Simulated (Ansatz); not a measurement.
## AsH3⁺, doublet: reading a ladder of total energies

Geometry: a PBE0/def2-TZVP stationary point for this spin, not checked as a minimum.

```xyz
4

As    0.0001    0.0000   -0.0162
H     1.4362    0.0138    0.4059
H    -0.7317    1.2385    0.3977
H    -0.7085   -1.2513    0.3998
```

Basis cc-pVDZ; Ansatz 0.2.0. Only valence electrons are correlated (noble-gas cores and the filled d shells of p-block atoms frozen), which leaves 7 electrons in 28 orbitals. R marks a restricted (for open shells ROHF) determinant. No spin–orbit coupling is included, and no scalar relativity.

Full CI is exact within this basis and frozen core; it isn't the basis-set limit.

Runs differ by some tens of microhartree through their thresholds and, for an open shell, their frozen cores, so steps under 0.03 kcal/mol mean nothing.

```csv
level,total energy (hartree)
RHF,-2235.583068
RMP2,-2235.681500
RCCSD,-2235.706909
RCCSD(T),-2235.709322
RCCSDT,-2235.709917
RCCSDT(Q),-2235.709976
RCCSDTQ,-2235.709988
full CI,-2235.709972
```

Question: What is the correlation energy at full CI, and what share of it do RMP2 and RCCSD recover?

Answer: E(corr) = -2235.709972 − (-2235.583068) = -0.126904 hartree = -3.453 eV. RMP2: -0.098432 / -0.126904 = 77.56 %. RCCSD: -0.123841 / -0.126904 = 97.59 %.

Question: By how many kcal/mol does RCCSD(T) miss full CI (1 hartree = 627.509 kcal/mol), and which steps make up the rest?

Answer: -2235.709322 − (-2235.709972) = 0.000650 hartree = 0.41 kcal/mol. Steps: RCCSDT − RCCSD(T) = -0.37, RCCSDT(Q) − RCCSDT = -0.04, RCCSDTQ − RCCSDT(Q) = -0.01, full CI − RCCSDTQ = 0.01 kcal/mol. That is within 1 kcal/mol of the reference in this basis, which itself misses far more of the correlation at the basis-set limit.
